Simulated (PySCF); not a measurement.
SiF4, SMILES F[Si](F)(F)F. Atoms are numbered in the order given.

```xyz
5

F      0.9182     0.9182     0.9182
Si     0.0000     0.0000     0.0000
F     -0.9182     0.9182    -0.9182
F     -0.9182    -0.9182     0.9182
F      0.9182    -0.9182    -0.9182
```

The structure is a stationary point at ωB97X-D3(BJ)/def2-SVP. The isomer is the one that the SMILES or the coordinates give; other isomers of the formula were not compared.

Level of theory: PySCF with PBE/pcSseg-2.

GIAO shieldings, no solvent; atoms alike by connectivity are averaged. δ = σ(ref) − σ: ¹⁹F against CFCl3 (σ = 132.0 ppm); ²⁹Si against TMS (σ = 324.1 ppm), references at their B3LYP-D3(BJ)/def2-TZVP geometries, non-relativistic.

Computed chemical shifts:
```json
[
 {"nucleus": "¹⁹F", "atoms": "F1, F3, F4, F5", "count": "4", "δ (ppm)": "-196.7"},
 {"nucleus": "²⁹Si", "atoms": "Si2", "count": "1", "δ (ppm)": "-106.6"}
]
```
